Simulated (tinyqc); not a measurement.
Inside a calculation. Method: Pariser-Parr-Pople SCF with singles CI, for the molecule C=CC=C (SMILES; centres numbered as the heavy atoms are written). One step of it, computed by the program tinyqc.

Task: Iteration 1: orbitals and new P. Diagonalise F (the basis is taken as orthonormal) and form P = 2 sum c c over the lowest orbitals.

F (eV), lower triangle:
```
,1C,2C,3C,4C
1C,-5.314296
2C,-4.663199,-4.977728
3C,0.288806,-3.321369,-4.977728
4C,0.501856,0.288806,-4.663199,-5.314296
```

pi electrons, sum of z_r less the charge = 4

Give: orbital energies; P after iteration 1.

Result:

orbital energies (eV): -11.265  -9.107  -1.847  1.635

P after iteration 1, lower triangle:
```
,1C,2C,3C,4C
1C,1.009
2C,0.925,0.991
3C,0.003,0.379,0.991
4C,-0.379,0.003,0.925,1.009
```
